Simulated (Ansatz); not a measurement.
Process, species as SMILES: C(=C)Cl → C=[C-]Cl + H+
B3LYP-D3(BJ)/def2-TZVP geometries, fixed; electronic energies without zero-point terms.
Largest species:
```xyz
6

C      0.0112     0.7589    -0.0124
C      1.3049     1.0233     0.0034
Cl    -0.6370    -0.8532     0.0042
H     -0.7591     1.5163    -0.0370
H      2.0529     0.2431     0.0280
H      1.6388     2.0524    -0.0084
```

Effect of the final integration grid (spheres per factor e of radius in core and valence, angular degree) at PBE0/def2-TZVPP with Ansatz (a quantum-chemistry and plane-wave program), against the last row, where the deprotonation energy is 394.91 kcal/mol. The proton leaves the site shown, which need not be the most acidic. The default's grid is 13, 11, 36.

| setting | largest shift of a total energy (mEh) | shift of the deprotonation energy (kcal/mol) |
|---|---|---|
| accuracy: medium (default) | 0.001 | 0.000 |
| final_grid: 4, 3, 11 | 1.674 | -0.488 |
| final_grid: 6, 5, 17 | 0.034 | -0.009 |
| final_grid: 8, 7, 23 | 0.009 | -0.011 |
| final_grid: 10, 9, 29 | 0.002 | 0.000 |
| final_grid: 18, 15, 47 | 0.000 | 0.000 |
| final_grid: 26, 22, 59 | 0.000 | 0.000 |

Within 0.02 kcal/mol in the deprotonation energy: accuracy: medium (default); final_grid: 6, 5, 17; final_grid: 8, 7, 23; final_grid: 10, 9, 29; final_grid: 18, 15, 47. The largest shift is 1.674 mEh in a total energy and 0.488 kcal/mol in the difference.
